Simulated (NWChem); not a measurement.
Molecule: NaCl; SMILES [Cl][Na]

Computed with NWChem. Structure relaxed at the B3LYP/6-31G* (spherical d) level. Level B3LYP/def2-TZVP: single points from the atomic guess with DIIS by default; each run changes one setting, and all converged runs end within 0.3 mHa of each other.

```json
[
 {"setting": "defaults", "SCF iterations": "7"},
 {"setting": "level shift of 0.5 Ha throughout", "SCF iterations": "17"},
 {"setting": "70 % damping for 30 cycles", "SCF iterations": "29"},
 {"setting": "core-Hamiltonian guess", "SCF iterations": "11"},
 {"setting": "no level shifting", "SCF iterations": "7"},
 {"setting": "no DIIS, 40 % damping", "SCF iterations": "14"}
]
```
